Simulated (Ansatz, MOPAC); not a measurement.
Species: t-butyl radical, C4H9 (charge 0, doublet). SMILES: [C](C)(C)C

Atoms: C1, C2, C3, C4, H5, H6, H7, H8, H9, H10, H11, H12, H13. Bonds: C1-C2, C1-C3, C1-C4, C2-H5, C2-H6, C2-H7, C3-H8, C3-H9, C3-H10, C4-H11, C4-H12, C4-H13.

Bond lengths (Å) and angles (degrees) optimised at PM6 with MOPAC; MNDO with MOPAC; HF/6-31G* with Ansatz (an electronic-structure program); B3LYP/LANL2DZ with Ansatz, each started from the B3LYP-D3(BJ)/def2-TZVP structure (Ansatz) of the last column. A row stands for all coordinates that are equal there; 6 of 8 kinds are shown. 6-31G* holds six Cartesian d functions. At PM6 the structure is a saddle point. No wavenumbers were computed at MNDO, B3LYP/LANL2DZ, so these may be saddle points.

| coordinate | PM6 | MNDO | HF/6-31G* | B3LYP/LANL2DZ | B3LYP-D3(BJ)/def2-TZVP |
|---|---|---|---|---|---|
| C1-C2 | 1.480 | 1.495 | 1.504 | 1.511 | 1.490 |
| C2-H5 | 1.101 | 1.112 | 1.093 | 1.108 | 1.103 |
| C2-H6 | 1.098 | 1.110 | 1.086 | 1.099 | 1.093 |
| C2-C1-C3 | 120.0 | 120.0 | 117.9 | 118.9 | 118.7 |
| C1-C2-H5 | 110.5 | 110.1 | 111.5 | 112.1 | 111.7 |
| C1-C2-H6 | 112.3 | 112.3 | 111.5 | 111.5 | 111.8 |

Mean signed difference of all 12 bond lengths from B3LYP-D3(BJ)/def2-TZVP: PM6 -0.001 Å, MNDO 0.012 Å, HF/6-31G* -0.003 Å, B3LYP/LANL2DZ 0.010 Å.
